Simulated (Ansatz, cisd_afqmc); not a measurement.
System: SiH$_{2}$, charge 0, singlet. SiH2 (SMILES [SiH2]).
B3LYP-D3(BJ)/def2-TZVP minimum from Ansatz (an electronic-structure program):
```xyz
3

Si     0.0052     0.0009     0.1327
H     -0.0342     1.0849    -0.9366
H     -0.0389    -1.0973    -0.9218
```

Total energies in cc-pV(Q+d)Z, 6 correlated electrons, 5 frozen orbitals. UHF or UKS for unpaired electrons; spin-orbit terms are left out. Correlated methods leave the cores frozen. No relativity. AFQMC is phaseless with a CISD trial state; ± is one standard error, without the phaseless bias. Outlying blocks are dropped, and bars are widened where a walk drifts. Over all cases where full CI ran beside it in this data, AFQMC minus full CI had a median of +0.1 mEh and passed +0.4 mEh in a tenth of the cases. UCISD starts from a broken-symmetry determinant. The restricted determinant of H2Si ([SiH2], singlet) is unstable towards broken spin symmetry in at least one set run.

| method | program | energy (Eh) | minus CCSDT(Q) (mEh) |
|---|---|---|---|
| HF | Ansatz | -290.03456 | 147.27 |
| MP2 | Ansatz | -290.15138 | 30.44 |
| CCSD | Ansatz | -290.17673 | 5.10 |
| CCSD(T) | Ansatz | -290.18089 | 0.93 |
| UCCSD(T) | Ansatz | -290.18058 | 1.24 |
| CCSDT(Q) | Ansatz | -290.18182 | 0.00 |
| AFQMC/CISD | cisd_afqmc | -290.1812 ± 0.0002 | 0.7 ± 0.2 |
| AFQMC/UCISD | cisd_afqmc | -290.1805 ± 0.0003 | 1.3 ± 0.3 |

Rough core times of Ansatz's runs on a shared machine: CCSD(T) under 20 s, UCCSD(T) 30 s, CCSDT(Q) 2 min.
